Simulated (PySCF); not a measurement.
# Working with the constants of S2

UHF-CCSD(T) constants of S2, ³Σg⁻ (triplet), unpaired electrons π ↑↑ (S pcseg-1; no relativity (PySCF 2.14); masses 31.9721 and 31.9721 u):

```
ωe              : 698.5 cm⁻¹
ωexe            : 2.91 cm⁻¹
Be              : 0.28225 cm⁻¹
αe              : 0.00158 cm⁻¹
D (centrifugal) : 1.84e-07 cm⁻¹
De to S + S     : 3.52 eV
```

(1) Give the vibrational terms G(v) and spacings up to v = 6.

(2) How well does the Morse estimate ωe²/(4ωexe) reproduce De, and what is D0?

Measured values (Huber and Herzberg, Constants of Diatomic Molecules (1979)): ωe = 725.65 cm⁻¹, ωexe = 2.844 cm⁻¹, Be = 0.29547 cm⁻¹, αe = 0.00157 cm⁻¹.

Correlated steps freeze 10 core orbitals. Correlated levels converge slowly with the basis: in double zeta they bind strong bonds too weakly, by up to about 1 eV, and carry superposition errors of some tenths. The state is the lowest determinant that a PBE0 search found; another state may lie lower at other levels.

## Answers

(1) G(v) = ωe(v+½) − ωexe(v+½)².

```tsv
v	G(v) (cm⁻¹)	G(v) − G(v−1)	Bv (cm⁻¹)
0	348.5		0.2815
1	1041.2	692.7	0.2799
2	1728.1	686.9	0.2783
3	2409.1	681.0	0.2767
4	3084.3	675.2	0.2751
5	3753.7	669.4	0.2736
6	4417.3	663.6	0.2720
```

(2) It gives 5.20 eV, 148 % of the computed De. D0 = De − G(0) = 3.52 − 0.04 = 3.48 eV.
